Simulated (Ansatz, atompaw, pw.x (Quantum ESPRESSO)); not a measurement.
Equation-of-state test of one PAW (atompaw) potential (hydrogen)

hydrogen, PAW, made with atompaw 4.2.0.5 (PBEsol, scalar-relativistic). Core none, reference 1s1. Waves: 1s (bound): rc 1.35 bohr; 1s channel at 0.75 Ry: rc 1.35 bohr; 2p channel at 0.05 Ry: rc 1.00 bohr. Local part: bessel scheme, radius 1.10 bohr. Core correction: none. Augmentation charge: besselshape compensation charge, radius 1.20 bohr; PAW radius 1.35 bohr; waves and projectors: custom polynom2 7 10 vanderbiltortho.

Atomic tests: cutoffs needed: 10 Ry and 18 Ry (the cutoffs (Ry, on a coarse ladder) from which the occupation-weighted sum of valence levels, in a spherical-Bessel basis at the reference potential, stays within 10 and 1 mRy of its value at 400 Ry); ghost test: no extra level below or beside the all-electron valence levels (s, p, d, f tested) (spherical-Bessel basis up to 400 Ry, 20 bohr box); lowest eigenvalue of the overlap operator: 0.98 (s channel).

Crystal test: bcc H in pw.x 7.5, no spin, 18³ k-points, Fermi–Dirac smearing 0.01 Ry, cutoffs 40/400 Ry. The reference is all-electron LAPW (Ansatz 0.2.0) with the same functional, mesh and smearing; V0 and B0 come from Birch–Murnaghan fits to the pressures at five volumes. Errors are pseudo minus all-electron; Δ is the rms difference of the E(V) curves that follow from these fits, minima aligned, over ±6 % about the mean V0. Mesh and smearing are coarse, so the numbers serve the comparison and aren't converged zero-temperature values; the lattice is a test structure that the element need not adopt.

```json
{"V (Å³/atom)": "2.828", "P all-electron (GPa)": "3.50", "P pseudo (GPa)": "3.99"}
{"V (Å³/atom)": "2.903", "P all-electron (GPa)": "0.38", "P pseudo (GPa)": "0.83"}
{"V (Å³/atom)": "2.977", "P all-electron (GPa)": "-2.42", "P pseudo (GPa)": "-2.01"}
{"V (Å³/atom)": "3.051", "P all-electron (GPa)": "-4.93", "P pseudo (GPa)": "-4.55"}
{"V (Å³/atom)": "3.126", "P all-electron (GPa)": "-7.19", "P pseudo (GPa)": "-6.84"}
```

All-electron: a0 = 1.799 Å (V0 = 2.91 Å³/atom), B0 = 114.0 GPa.

Pseudopotential: mean pressure error (GPa): +0.42; a0 (Å): 1.802; a0 error (%): +0.13; B0 error (%): +0.0; Δ (meV/atom): 0.3.

Task: At the middle volume, how do free energy and pressure move when the wave cutoff is lowered (ecutrho held at 400 Ry)?

Result:

| cutoff (Ry) | shift of F (meV/atom) | shift of P (GPa) |
| --- | --- | --- |
| 18 | +3.7 | -1.14 |
| 24 | +0.2 | -0.10 |
| 32 | +0.0 | -0.00 |

The run at the middle volume (195 k-points, 4 iterations) took about 2.6 s on one core of a shared host (Intel(R) Xeon(R) Platinum 8488C, 96 threads, 744 GiB, load 99).
